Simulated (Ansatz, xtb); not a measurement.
## HLiNP: which of two structures lies lower

Structure a: `[Li][N]=P`, a singlet. Structure b: a singlet given by its coordinates. Both are isolated molecules in the gas phase, relaxed with PBE0-D4/def2-TZVP.

a (Å):

```xyz
4

Li   -0.3824   -2.1502    0.3387
N    -0.0196   -0.4889    0.6227
P     0.3997    0.9257    1.0491
H    -0.1179    1.8452    0.0050
```

b (Å):

```xyz
4

Li   -0.5338    1.4183   -0.4179
N    -0.3553   -0.2868    0.1366
P     0.7551   -0.3476   -1.0481
H    -0.4947   -1.1435    0.6652
```

Close contacts (Å): Li1–N2 1.80, Li1–P3 2.28, N2–P3 1.62, N2–H4 1.02.

Quicker runs give these differences E(b) − E(a): GFN2-xTB +1.4 kcal/mol; HF/STO-3G −37.1 kcal/mol (at GFN2-xTB geometries); r2SCAN-D4/def2-SVP −7.2 kcal/mol (at GFN2-xTB geometries).

Which of the two would you expect CCSD(T)/def2-TZVPP electronic energies to favour?

Structure b; the calculation gives E(b) − E(a) = −6.8 kcal/mol.

Level by level:

```csv
level,geometry,E(b) − E(a) (kcal/mol),departure from the last row (kcal/mol),"job, with rough time for the two"
GFN2-xTB,GFN2-xTB,+1.4,+8.2,"optimisation, 0.13 s"
HF/STO-3G,GFN2-xTB,−37.1,−30.3,"single point, 0.22 s"
r2SCAN-D4/def2-SVP,GFN2-xTB,−7.2,−0.4,"single point, 1.5 s"
PBE0-D4/def2-TZVP,PBE0-D4/def2-TZVP,−7.9,−1.1,"optimisation, 12 s"
HF/def2-TZVPP,PBE0-D4/def2-TZVP,−6.9,−0.1,part of the CCSD(T) run
MP2/def2-TZVPP,PBE0-D4/def2-TZVP,−5.6,+1.2,part of the CCSD(T) run
CCSD(T)/def2-TZVPP,PBE0-D4/def2-TZVP,−6.8,,"single point, 9.3 s"
```

GFN2-xTB puts the two in the other order. The largest departure from CCSD(T)/def2-TZVPP is that of HF/STO-3G, 30.3 kcal/mol. The closed-shell reference of b is unstable towards spin breaking, so its energies are less sure.

With harmonic frequencies from PBE0-D4/def2-TZVP (ideal gas, rigid rotor, one conformer each, 298.15 K, 1 atm): on the last row, ΔE + ΔZPE = −3.8, ΔH = −4.3, ΔG = −3.4 kcal/mol.

The correlated steps freeze 6 core orbitals; the last core shell of Li is correlated, in a basis made for valence electrons. Codes used: Ansatz 0.2.0, xtb 6.7.1; the last row on 1 thread of Intel(R) Xeon(R) Platinum 8488C (Sapphire Rapids) on a shared host.
